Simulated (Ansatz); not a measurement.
Predict the output of the script below (Ansatz 0.2.0 through its Python package).

Script `dimer_h2s.py`:
```python
"""Binding of a H2S dimer at a trial geometry."""

import ansatz as az

FIRST = [
    ("S", (0.489, -0.277, 0.2407)),
    ("H", (0.0977, 0.9873, 0.1611)),
    ("H", (-0.5867, -0.7103, -0.4018)),
]
SECOND = [
    ("S", (-1.573, 0.3361, 2.7191)),
    ("H", (-1.2584, -0.5116, 1.7495)),
    ("H", (-0.4599, 0.0723, 3.3893)),
]

def energy(atoms, ghosts=()):
    molecule = az.Crystal.molecule()
    for symbol, xyz in atoms:
        molecule = molecule.atom(symbol, xyz)
    calc = (
        molecule.calculation()
        .basis(gaussian="aug-cc-pVDZ")
        .correlation("ccsd_t")
        .accuracy("high")
    )
    deck = calc.input()
    if ghosts:
        deck = deck.set(az.key.basis.gaussian.ghost_atoms, [{"symbol": s, "position_ang": list(xyz)} for s, xyz in ghosts])
    return az.Session.from_dict(deck).plan().execute().report["free_energy_ev"]


def main() -> None:
    # ghost atoms carry the functions of the partner
    both = energy(FIRST + SECOND)
    alone = energy(FIRST) + energy(SECOND)
    ghosted = energy(FIRST, SECOND) + energy(SECOND, FIRST)
    print(f"dimer {both:.6f} eV")
    print(f"interaction, uncorrected   {(both - alone):8.3f} eV")
    print(f"interaction, counterpoise  {(both - ghosted):8.3f} eV")
    print(f"basis-set superposition    {(alone - ghosted):8.3f} eV")


if __name__ == "__main__":
    main()
```

Output of `python dimer_h2s.py`:
```text
dimer -21707.918587 eV
interaction, uncorrected      0.234 eV
interaction, counterpoise     0.298 eV
basis-set superposition       0.063 eV
```

Uncorrected it is 0.234 eV, with the counterpoise correction 0.298 eV; the difference, 0.06 eV, is the superposition error. In this basis both values are repulsive.

Reading the output:
- These settings explore the input space; basis and method may be short of convergence.
- The dimer is a generated trial pose of unrelaxed monomers, not a minimum, so the figure is no binding energy, and the basis set is small.
- Finished in 26 s on 1 thread of Arm Neoverse V1 (shared host), peak memory 0.6 GiB.

(Lines on the test bed's own set-up are left out of the output.)
